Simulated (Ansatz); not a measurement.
What does this script print? It uses the Ansatz DFT code, driven from Python.

Contents of `input.yaml`:
```yaml
crystal:
  periodic: [false, false, false]
  atoms:
    - { symbol: B, position_ang: [-0.7962, -0.0028, -0.2054] }
    - { symbol: C, position_ang: [0.5945, -0.102, -0.5735] }
    - { symbol: C, position_ang: [0.2256, 0.038, 0.7746] }
    - { symbol: H, position_ang: [-1.913, 0.1188, -0.5126] }
    - { symbol: H, position_ang: [1.3612, -0.227, -1.3532] }
    - { symbol: H, position_ang: [0.57, 0.111, 1.824] }
basis:
  gaussian: { orbitals: def2-SVP }
hamiltonian:
  xc: { name: BHLYP }
output:
  forces: true
```

The script, `deck_c2h3b.py`:
```python
'''C2H3B through the session interface.'''

import ansatz as az
import numpy as np

session = az.Session.from_deck('input.yaml')
summary = session.plan(threads=1).execute().report

print('reference energy %16.6f eV' % summary['reference_energy_ev'])
print('total energy     %16.6f eV' % summary['free_energy_ev'])
print('occupied orbitals outside the frozen core (up, down):', summary['n_occupied'], ' frozen:', summary['n_frozen'], ' virtual:', summary['n_virtual'])
symbols = ['B', 'C', 'C', 'H', 'H', 'H']
state = summary['mean_field']['state']
print(f'mean field: {state["energy"]["hartree"]:.7f} Ha, <S^2> = {abs(state["spin_squared"]):.4f}, stability: {state.get("stability", {}).get("kind")}')

print('forces (eV/A)')
for symbol, f in zip(symbols, summary['forces_ev_ang']):
    print(f'  {symbol:2s} {f[0]:9.4f} {f[1]:9.4f} {f[2]:9.4f}')
charges = summary['charge_distribution']
dipole = np.array(charges['dipole_moment_e_ang']) * 4.803205
print('dipole (D): {:.3f} {:.3f} {:.3f}, length {:.3f}'.format(*dipole, np.linalg.norm(dipole)))
print('atom  Mulliken   Lowdin')
for symbol, m, l in zip(symbols, charges['mulliken_charges_e'], charges['lowdin_charges_e']):
    print(f'{symbol:4s} {m:9.3f} {l:8.3f}')
```

```console
$ python deck_c2h3b.py
reference energy     -2793.172219 eV
total energy         -2793.172219 eV
occupied orbitals outside the frozen core (up, down): [10, 10]  frozen: 0  virtual: [47, 47]
mean field: -102.6471858 Ha, <S^2> = 0.0000, stability: minimum
forces (eV/A)
  B    -1.9375    0.3574   -1.0725
  C     0.0697   -0.0314    1.7965
  C     2.2634   -0.2781   -0.5656
  H    -0.6121   -0.1248   -0.1433
  H     0.0024    0.1496    0.9513
  H     0.2142   -0.0728   -0.9665
dipole (D): 1.133 -0.087 0.257, length 1.166
atom  Mulliken   Lowdin
B       -0.108   -0.336
C        0.006    0.133
C        0.028    0.136
H       -0.026   -0.004
H        0.051    0.036
H        0.050    0.035
```

Notes:
- Total energies depend on the basis set; only differences at equal settings carry meaning.
- The geometry is a force-field or estimated start, not a minimum of this method, and the basis set is short of its limit.
- The Löwdin charges here are taken after orthogonalising the functions within each atom; they differ from plain Löwdin charges, and their signs can be unphysical.
- The whole script took 1.4 s on 1 thread of Arm Neoverse V1 (shared host), peak memory 0.15 GiB.
